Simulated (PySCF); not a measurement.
# PH2F and hydrogen chloride

The system is a cluster of PH2F and hydrogen chloride, neutral, singlet.

```csv
part,name,SMILES,atoms,charge,multiplicity
1,PH2F,FP,1–4,0,1
2,hydrogen chloride,Cl,5–6,0,1
```

Z-matrix (Å and degrees, atoms numbered from 1):
```
F 
P   1 1.6115
H   2 1.4235  1 97.83
H   2 1.4233  3 92.15  1 98.14
Cl  4 3.1823  2 80.92  3 72.48
H   5 1.2805  4 98.56  2 56.60
```

In these coordinates P2···Cl5 is 3.275 Å. Part 2 is then moved rigidly along that line, all else held; at short range other atoms may come into contact.

The starting structure comes from a short search with a few starts; no frequency run checks that it is a minimum, and another way of binding may lie lower.

Method: CCSD(T)/aug-cc-pVDZ and MP2/aug-cc-pVTZ, aug-cc-pVQZ counterpoise interaction energy, frozen core, gas phase (PySCF). Geometry: PBE0-D3(BJ)/def2-TZVPD.

Counterpoise energies in kJ/mol, cluster less the parts frozen as they stand in it; small is aug-cc-pVDZ, large aug-cc-pVQZ. Estimated limit: HF in aug-cc-pVQZ, MP2 correlation extrapolated as X⁻³ from aug-cc-pVTZ and aug-cc-pVQZ, and CCSD(T) less MP2 in aug-cc-pVDZ; it isn't the exact limit.

Results

```json
{"P2···Cl5 (Å)": "2.947", "HF large": "14.1", "MP2 large": "-6.5", "SCS-MP2 large": "-1.6", "CCSD(T) small": "3.6", "CCSD(T) limit est.": "-5.1"}
{"P2···Cl5 (Å)": "3.111", "HF large": "5.8", "MP2 large": "-9.8", "SCS-MP2 large": "-6.0", "CCSD(T) small": "-3.0", "CCSD(T) limit est.": "-8.8"}
{"P2···Cl5 (Å)": "3.275", "HF large": "1.2", "MP2 large": "-10.6", "SCS-MP2 large": "-7.7", "CCSD(T) small": "-6.0", "CCSD(T) limit est.": "-9.9"}
{"P2···Cl5 (Å)": "3.439", "HF large": "-1.2", "MP2 large": "-10.1", "SCS-MP2 large": "-7.9", "CCSD(T) small": "-7.0", "CCSD(T) limit est.": "-9.6"}
{"P2···Cl5 (Å)": "3.603", "HF large": "-2.3", "MP2 large": "-9.0", "SCS-MP2 large": "-7.3", "CCSD(T) small": "-7.0", "CCSD(T) limit est.": "-8.6"}
{"P2···Cl5 (Å)": "4.094", "HF large": "-2.6", "MP2 large": "-5.5", "SCS-MP2 large": "-4.8", "CCSD(T) small": "-4.9", "CCSD(T) limit est.": "-5.3"}
{"P2···Cl5 (Å)": "4.912", "HF large": "-1.4", "MP2 large": "-2.3", "SCS-MP2 large": "-2.0", "CCSD(T) small": "-2.1", "CCSD(T) limit est.": "-2.2"}
{"P2···Cl5 (Å)": "6.550", "HF large": "-0.5", "MP2 large": "-0.6", "SCS-MP2 large": "-0.5", "CCSD(T) small": "-0.5", "CCSD(T) limit est.": "-0.5"}
```

The 8 runs took 21 min in all, one thread each of Arm Neoverse N1 on a shared host, launched as `OMP_NUM_THREADS=1 python cluster_run.py task.json out`.
